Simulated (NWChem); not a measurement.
All runs are NWChem calculations. System: Cl4Si, charge 0, spin multiplicity 1, optimised in this run. The structure started from a generated list of species. Level: PBE0/def2-SVP.

Job file:

```
start mol
memory heap 200 mb stack 900 mb global 1100 mb
geometry units angstroms
  Cl     1.644652     0.000000     1.162947
  Si     0.000000     0.000000    -0.000003
  Cl    -1.644652     0.000000     1.162947
  Cl     0.000000     1.644653    -1.162946
  Cl     0.000000    -1.644653    -1.162946
  symmetry group C2v
end
basis spherical
  * library def2-svp
end
dft
  xc pbe0
  semidirect memsize 60000000 filesize 0
  iterations 100
end
driver
  maxiter 80
end
task dft optimize
task dft freq
```

NWChem printed:

```
             Northwest Computational Chemistry Package (NWChem) 7.3.0
             --------------------------------------------------------

                                NWChem Input Module
                                -------------------

 Scaling coordinates for geometry "geometry" by  1.889725989
 (inverse scale =  0.529177249)

 Turning off AUTOSYM since
 SYMMETRY directive was detected!

          ------
          auto-z
          ------
  Looking for out-of-plane bends

                             Geometry "geometry" -> ""
                             -------------------------

 Output coordinates in angstroms (scale by  1.889725989 to convert to a.u.)

  No.       Tag          Charge          X              Y              Z
 ---- ---------------- ---------- -------------- -------------- --------------
    1 Cl                  17.0000     1.64465200     0.00000000     1.16294710
    2 Si                  14.0000     0.00000000     0.00000000    -0.00000290
    3 Cl                  17.0000    -1.64465200     0.00000000     1.16294710
    4 Cl                  17.0000     0.00000000     1.64465300    -1.16294590
    5 Cl                  17.0000     0.00000000    -1.64465300    -1.16294590

 Effective nuclear repulsion energy (a.u.)     529.0651194055

            Nuclear Dipole moment (a.u.)
            ----------------------------
        X                 Y               Z
 ---------------- ---------------- ----------------
     0.0000000000     0.0000000000     0.0000000000

      Symmetry information
      --------------------

 Group name             C2v
 Group number             16
 Group order               4
 No. of unique centers     3

      Symmetry unique atoms

     1    2    4


 Summary of "ao basis" -> "" (spherical)
 ------------------------------------------------------------------------------
       Tag                 Description            Shells   Functions and Types
 ---------------- ------------------------------  ------  ---------------------
 *                          def2-svp                  on all atoms

                           NWChem Geometry Optimization
[...]
 C=   0.043626 cm-1  (  0.062767 K)

 Temperature                      =   298.15K
 frequency scaling parameter      =   1.0000

 Zero-Point correction to Energy  =    4.688 kcal/mol  (  0.007470 au)
 Thermal correction to Energy     =    8.736 kcal/mol  (  0.013922 au)
 Thermal correction to Enthalpy   =    9.328 kcal/mol  (  0.014866 au)

 Total Entropy                    =   82.724 cal/mol-K
   - Translational                =   41.243 cal/mol-K (mol. weight = 167.8523)
   - Rotational                   =   27.964 cal/mol-K (symmetry #  =        2)
   - Vibrational                  =   13.517 cal/mol-K

 Cv (constant volume heat capacity) =   19.482 cal/mol-K
   - Translational                  =    2.979 cal/mol-K
   - Rotational                     =    2.979 cal/mol-K
   - Vibrational                    =   13.523 cal/mol-K


 ----------------------------------------------------------------------------
 Normal Eigenvalue ||    Projected Derivative Dipole Moments (debye/angs)
  Mode   [cm**-1]  ||      [d/dqX]             [d/dqY]           [d/dqZ]
 ------ ---------- || ------------------ ------------------ -----------------
    1       -0.000 ||      -0.000               0.000            -0.000
    2       -0.000 ||       0.000              -0.000            -0.000
    3        0.000 ||       0.000              -0.000             0.000
    4        0.000 ||       0.000               0.000             0.000
    5        0.000 ||       0.000              -0.000            -0.000
    6        0.000 ||      -0.000               0.000            -0.000
    7      144.050 ||      -0.000               0.000            -0.000
    8      144.056 ||      -0.000               0.000            -0.000
    9      215.416 ||      -0.120              -0.414            -0.017
   10      215.416 ||      -0.414               0.121            -0.020
   11      215.418 ||      -0.024              -0.011             0.431
   12      423.941 ||      -0.000              -0.000            -0.000
   13      640.799 ||       2.121              -0.006             0.058
   14      640.799 ||      -0.005              -2.122            -0.030
   15      640.801 ||      -0.058              -0.030             2.121
 ----------------------------------------------------------------------------

 ----------------------------------------------------------------------------
 Normal Eigenvalue ||           Projected Infra Red Intensities
  Mode   [cm**-1]  || [atomic units] [(debye/angs)**2] [(KM/mol)] [arbitrary]
 ------ ---------- || -------------- ----------------- ---------- -----------
    1       -0.000 ||    0.000000           0.000         0.000       0.000
    2       -0.000 ||    0.000000           0.000         0.000       0.000
    3        0.000 ||    0.000000           0.000         0.000       0.000
    4        0.000 ||    0.000000           0.000         0.000       0.000
    5        0.000 ||    0.000000           0.000         0.000       0.000
    6        0.000 ||    0.000000           0.000         0.000       0.000
    7      144.050 ||    0.000000           0.000         0.000       0.000
    8      144.056 ||    0.000000           0.000         0.000       0.000
    9      215.416 ||    0.008077           0.186         7.874       1.987
   10      215.416 ||    0.008077           0.186         7.874       1.987
   11      215.418 ||    0.008077           0.186         7.873       1.987
   12      423.941 ||    0.000000           0.000         0.000       0.000
   13      640.799 ||    0.195160           4.503       190.252      48.013
   14      640.799 ||    0.195160           4.502       190.252      48.013
   15      640.801 ||    0.195161           4.503       190.253      48.013
 ----------------------------------------------------------------------------

 Task  times  cpu:       55.0s     wall:       55.0s

 Total times  cpu:       59.8s     wall:       59.8s
```
